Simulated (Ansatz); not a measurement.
System: ClF, charge 1, doublet. ClF+ (parent SMILES FCl, doublet).
B3LYP-D3(BJ)/def2-TZVP minimum from Ansatz (a quantum-chemistry and plane-wave program):
```xyz
2

F      0.0000     0.0000    -1.0077
Cl     0.0000     0.0000     0.5335
```
Charge +1, spin multiplicity 2.

Total energies in aug-cc-pV(T+d)Z, 13 correlated electrons, 6 frozen orbitals. UHF or UKS for unpaired electrons; spin-orbit terms are left out. Cores are frozen in correlated methods. No relativity.

| method | program | energy (Eh) | minus CCSDT(Q) (mEh) |
|---|---|---|---|
| HF | Ansatz | -558.47441 | 465.87 |
| MP2 | Ansatz | -558.89898 | 41.30 |
| CCSD | Ansatz | -558.91947 | 20.81 |
| CCSD(T) | Ansatz | -558.93800 | 2.28 |
| CCSDT(Q) | Ansatz | -558.94028 | 0.00 |

Rough core times of Ansatz's runs on a shared machine: CCSD(T) 30 s, CCSDT(Q) 30 min.
